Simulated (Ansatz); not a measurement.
## Structure relaxation of LiY

Level of theory: DFT PBE, scalar-relativistic, plane waves, PAW in Ansatz 0.2.0. Cutoff 420 eV, Γ-centred k mesh, Gaussian smearing, no spin polarisation in the final step.

The start puts LiY on the CrB structure type (Cmcm, No. 63), with Li in place of Cr, Y in place of B, at a guessed volume.

```yaml
crystal:
  lattice:
    - [1.93770, -5.11264, 0.00000]
    - [1.93770, 5.11264, 0.00000]
    - [0.00000, 0.00000, 3.84921]
  atoms:
    - { symbol: Li, position: [0.85400, 0.14600, 0.75000] }
    - { symbol: Li, position: [0.14600, 0.85400, 0.25000] }
    - { symbol: Y, position: [0.55000, 0.45000, 0.75000] }
    - { symbol: Y, position: [0.45000, 0.55000, 0.25000] }
```

Cell and atoms relax at zero pressure; the relaxation can't lower the symmetry of the start. After a coarse first stage the cell is made exact in the group found at 0.06 Å.

The zero of energy is the elements' standard structures at the same level; no fitted shifts are applied.

(1) Describe the relaxed structure.

(2) What are its volume, energy, density and gap?

Answers

(1) It keeps Cmcm (No. 63), but not the shape of the type it started on. Conventional cell: a = 3.398 Å, b = 12.437 Å, c = 5.043 Å. Around Li lie 2 Li at 3.01 Å, 7 Y at 3.25–3.42 Å and 2 Li at 3.40 Å; Y has 7 Li at 3.25–3.42 Å and 6 Y at 3.40–3.60 Å.

Space group Cmcm (No. 63). a = 3.398 Å, b = 12.437 Å, c = 5.043 Å, α = 90.00°, β = 90.00°, γ = 90.00°
```
atom site symmetry x y z
  Li    4c m2m  0.5000  0.5657  0.7500
   Y    4c m2m  0.5000  0.8272  0.7500
```

(2) The volume per atom is 26.64 Å³ and the density is 2.99 g/cm³. The energy over the elements is 0.14 eV/atom and the gap on the 14×14×10 mesh is 0 eV (a metal).

The final run used a 14×14×10 mesh on its 4-atom cell and 0.10 eV smearing. The k mesh leaves about 4 meV/atom of noise in metals. A structure relaxed within its symmetry needn't be a true minimum.

Cost: 3 runs of about 2 core-minutes in all, on Intel Xeon 6975P-C (Granite Rapids) (shared hosts).